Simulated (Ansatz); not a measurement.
## BFH2S, SMILES FBS: a ladder of basis sets, step by step

With the Ansatz DFT code, driven from Python.

At the Python prompt:
```pycon
>>> import warnings
>>> import ansatz as az
>>> config = {
...     "xc": "hf",
... }
>>> warnings.simplefilter("ignore", az.DeckWarning)
>>> geometry_ang = [
...     ("F", (-1.3056, -0.3844, -1.0407)),
...     ("B", (-0.3737, -0.4569, -0.0025)),
...     ("S", (1.3249, 0.2496, -0.264)),
...     ("H", (-0.5769, -0.9738, 1.0119)),
...     ("H", (0.9812, 1.4919, 0.2539)),
... ]
>>> bfh2s = az.Crystal.molecule()
>>> for symbol, xyz in geometry_ang:
...     bfh2s = bfh2s.atom(symbol, xyz)
...
>>> base = bfh2s.calculation().functional(config["xc"])
>>> energies = {}
>>> for basis in ["cc-pVDZ", "cc-pVTZ"]:
...     data = base.basis(gaussian=basis).run(threads=1).report
...     size = data["n_frozen"] + data["n_occupied"][0] + data["n_virtual"][0]
...     energies[basis] = (data["reference_energy_ev"] / 27.211386246, data["free_energy_ev"] / 27.211386246)
...     print(f"{basis:14s} {size:4d} orbitals  reference {energies[basis][0]:14.6f} Ha  total {energies[basis][1]:14.6f} Ha")
...
cc-pVDZ          56 orbitals  reference    -522.878263 Ha  total    -522.878263 Ha
cc-pVTZ         122 orbitals  reference    -522.938281 Ha  total    -522.938281 Ha
>>> last = energies["cc-pVTZ"][1]
>>> for basis, (_, total) in energies.items():
...     print(f"{basis:14s} lies {27.211386 * (total - last):9.4f} eV above cc-pVTZ")
...
cc-pVDZ        lies    1.6332 eV above cc-pVTZ
cc-pVTZ        lies    0.0000 eV above cc-pVTZ
```

Against cc-pVDZ: cc-pVTZ -60.0 mHa. The last step alone is -60.02 mHa.

Notes:
- The drop along the ladder measures the basis error, and is no property of the molecule.
- The geometry is a force-field or estimated start, not a minimum of this method, and the last set is no limit. Much of the fall in a total is atomic energy, which cancels in bond and reaction energies.
- For Al to Cl the sets with a tight d function, cc-pV(X+d)Z, are usual.
- Timing: 1.6 s on 1 thread of Arm Neoverse V1, on a shared host, peak memory 0.24 GiB.
